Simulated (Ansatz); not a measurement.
Predict the output of the script below (Ansatz's Python interface).

`run_dimer.py`:
```python
import ansatz as az

BASIS_SET = "def2-SVPD"
XC = "PBE"

FIRST = [
    ("F", (0.3969, 1.0328, 0.3328)),
    ("C", (0.3268, -0.2722, 0.1497)),
    ("F", (-0.7238, -0.7606, -0.4825)),
]
SECOND = [
    ("F", (-2.7193, -0.2479, 0.6733)),
    ("C", (-3.5821, 0.7331, 0.4873)),
    ("F", (-3.4141, 1.8524, 1.1661)),
]

def energy(atoms, ghosts=()):
    molecule = az.Crystal.molecule()
    for symbol, xyz in atoms:
        molecule = molecule.atom(symbol, xyz)
    calc = (
        molecule.calculation()
        .basis(gaussian=BASIS_SET)
        .functional(XC)
    )
    deck = calc.input()
    if ghosts:
        deck = deck.set(az.key.basis.gaussian.ghost_atoms, [{"symbol": s, "position_ang": list(xyz)} for s, xyz in ghosts])
    return az.Session.from_dict(deck).plan().execute().report["free_energy_ev"]

both = energy(FIRST + SECOND)
alone = energy(FIRST) + energy(SECOND)
ghosted = energy(FIRST, SECOND) + energy(SECOND, FIRST)
print(f"dimer {both:.6f} eV")
print(f"interaction, uncorrected   {96.485332 * (both - alone):8.3f} kJ/mol")
print(f"interaction, counterpoise  {96.485332 * (both - ghosted):8.3f} kJ/mol")
print(f"basis-set superposition    {96.485332 * (alone - ghosted):8.3f} kJ/mol")
```

```console
$ python run_dimer.py
dimer -12913.876256 eV
interaction, uncorrected     11.571 kJ/mol
interaction, counterpoise    13.515 kJ/mol
basis-set superposition       1.944 kJ/mol
```

Uncorrected it is 11.571 kJ/mol, with the counterpoise correction 13.515 kJ/mol; the difference, 1.94 kJ/mol, is the superposition error. In this basis both values are repulsive.

Caveats:
- Total energies depend on the basis set; only differences at equal settings carry meaning.
- The dimer is a generated trial pose of unrelaxed monomers, not a minimum, so the figure is no binding energy, and the basis set is small.
- This level lacks the dispersion part of the attraction (electrostatics and induction are there), which can decide the sign where the interaction is weak.
- The whole script took 6.6 s on 1 thread of Arm Neoverse V2, with other jobs on the host, peak memory 0.2 GiB.

(Lines on the test bed's own set-up are left out of the output.)
